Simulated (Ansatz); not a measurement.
# C2H5Al (SMILES C=[CH][AlH2]): B3LYP/def2-SVPD

What is the vertical ionisation energy of C2H5Al at B3LYP/def2-SVPD? 

The results are computed with Ansatz 0.2.0.

33 further runs of the same task are left out: 33 set aside as unsound or not needed.

## 1. Starting point

C2H5Al: 8 atoms, total charge 0, spin state singlet. As SMILES, `C=[CH][AlH2]`. Geometry: relaxed at PBE0-D4/def2-TZVP.

Bond lengths: C1–C2 1.337 Å, C2–Al3 1.938 Å, C1–H4 1.089 Å, C1–H5 1.089 Å, C2–H6 1.090 Å, Al3–H7 1.588 Å, Al3–H8 1.588 Å. Angles: C1–C2–Al3 119.6°, C1–C2–H6 116.7°, Al3–C2–H6 123.7°, C2–C1–H4 121.7°, C2–C1–H5 123.0°, C2–Al3–H7 122.1°, C2–Al3–H8 116.8°, H4–C1–H5 115.3°, H7–Al3–H8 121.2°.

## 2. A single-point energy at B3LYP/def2-SVPD

Input file in.yaml:

```yaml
crystal:
  periodic: [false, false, false]
  atoms:
    - {symbol: C, position_ang: [-1.029900, 0.829200, -0.357000]}
    - {symbol: C, position_ang: [0.199000, 0.651000, 0.138100]}
    - {symbol: Al, position_ang: [0.930800, -1.139300, 0.262000]}
    - {symbol: H, position_ang: [-1.636900, -0.008600, -0.695500]}
    - {symbol: H, position_ang: [-1.495000, 1.809300, -0.451900]}
    - {symbol: H, position_ang: [0.735600, 1.546100, 0.452700]}
    - {symbol: H, position_ang: [2.384000, -1.417900, 0.837700]}
    - {symbol: H, position_ang: [0.004400, -2.327000, -0.241900]}
basis:
  gaussian:
    orbitals: def2-SVPD
total_charge: 0
hamiltonian:
  xc: {name: B3LYP}
accuracy: high
output: {orbitals: {seedname: orbitals}}
```

Run with:

```bash
ansatz run in.yaml --threads 1 --pin off --max-ram 3480MiB --events-out events.jsonl --progress --plain --runs-dir runs
```

What it wrote:

```text
Warning: RAYON_NUM_THREADS=1 ignored (pool sized by the plan → 1); use --threads N
Functional definition: B3LYP
  name "B3LYP"
  parameter a0 = 0.2
  parameter ax = 0.72
  parameter ac = 0.81
  exchange = (1 - a0 - ax)*slater_x + ax*b88_x + a0*exact_x
  correlation = (1 - ac)*vwn_rpa_c + ac*lyp_c
2110 factors; integrals over basis functions are off by at most 3.5e-9 eV
mean field evaluation 1: about -8742.8305 eV, gradient 4.5e1 eV
mean field evaluation 2: about -8736.2020 eV, gradient 6.4e1 eV
mean field evaluation 4: about -8748.4441 eV, gradient 3.3e0 eV
mean field evaluation 8: about -8748.4717 eV, gradient 2.3e-2 eV
mean field evaluation 16: about -8748.4717 eV, gradient 4.0e-7 eV
mean field -8748.47166151 eV, -321.5004036333 hartree, gradient 7.2e-9 eV, S^2 0.000000; 0 other end points of the search recorded, 0 dependent functions left out
reference -8748.47170461 eV, -321.5004052174 hartree; 15, 15 occupied and 89, 89 virtual orbitals, 2110 factors
Total energy: -8748.47170461 eV, -321.5004052174 hartree
```

It took 8.1 s on 1 thread of Arm Neoverse V2, shared host; peak memory 0.31 GiB.

## 3. The doublet cation, same level

in.yaml: that of step 2 with these lines changed.

```diff
@@ -14,6 +14,10 @@
     orbitals: def2-SVPD
-total_charge: 0
+accuracy: high
+magnetization:
+  spin_polarized: true
+  initial_magnetization: 1
 hamiltonian:
   xc: {name: B3LYP}
-accuracy: high
-output: {orbitals: {seedname: orbitals}}
+output:
+  orbitals: {seedname: orbitals}
+total_charge: 1
```

Run with:

```bash
ansatz run in.yaml --threads 1 --pin off --max-ram 3480MiB --events-out events.jsonl --progress --plain --runs-dir runs
```

What it wrote:

```text
Warning: RAYON_NUM_THREADS=1 ignored (pool sized by the plan → 1); use --threads N
[... 7 set-up lines as earlier in the session ...]
2109 factors; integrals over basis functions are off by at most 3.5e-9 eV
mean field evaluation 1: about -8724.0237 eV, gradient 4.9e1 eV
mean field evaluation 2: about -8641.9449 eV, gradient 1.0e2 eV
mean field evaluation 4: about -8735.2087 eV, gradient 1.8e1 eV
mean field evaluation 8: about -8737.4237 eV, gradient 8.9e0 eV
mean field evaluation 16: about -8738.1978 eV, gradient 7.6e-3 eV
mean field evaluation 32: about -8738.1727 eV, gradient 2.0e-1 eV
mean field evaluation 64: about -8738.1963 eV, gradient 9.2e-3 eV
mean field evaluation 96: about -8738.0413 eV, gradient 2.8e0 eV
mean field -8738.20623679 eV, -321.1231562331 hartree, gradient 1.6e-8 eV, S^2 0.756320; 11 other end points of the search recorded, 0 dependent functions left out
reference -8738.20628039 eV, -321.1231578353 hartree; 15, 14 occupied and 89, 90 virtual orbitals, 2109 factors
Total energy: -8738.20628039 eV, -321.1231578353 hartree
```

It took 1.7 min on 1 thread of Arm Neoverse V2, shared host; peak memory 0.47 GiB.

## 4. What came out

At B3LYP/def2-SVPD:

| quantity | value |
| --- | --- |
| singlet C2H5Al: total energy | -321.50041 Eh |
| singlet C2H5Al: HOMO energy | -7.92 eV |
| singlet C2H5Al: LUMO energy | -1.88 eV |
| singlet C2H5Al: HOMO–LUMO gap | 6.04 eV |
| doublet cation: total energy | -321.12316 Eh |
| doublet cation: HOMO energy (highest over α and β) | -13.66 eV |
| doublet cation: LUMO energy (lowest over α and β) | -12.61 eV |
| doublet cation: ⟨S²⟩ | 0.756 |
| vertical ionisation energy (to the doublet cation) | 10.265 eV |

In words: The vertical ionisation energy comes to 10.27 eV (990 kJ/mol). −ε(HOMO) before ionisation, 7.92 eV, is 2.35 eV below this ionisation energy.
